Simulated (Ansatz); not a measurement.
fcc Rh, treated with LDA (Ansatz, a quantum-chemistry and plane-wave program, plane waves, PAW).

Numerical settings: plane-wave cutoff 500 eV, 10×20×1 k mesh (along the axes of the cell as run), Fermi–Dirac smearing 0.1 eV, scalar-relativistic PAW data made under PBE.

Question: Give the computed surface energy of the (211) face and work function of the (211) face.

Answer: 
* **surface energy of the (211) face**: 3.03 J/m²
* **work function of the (211) face**: 5.25 eV

The slab of 24 atoms is relaxed and unreconstructed.

Computing time: about 80 core-minutes (a rough figure).
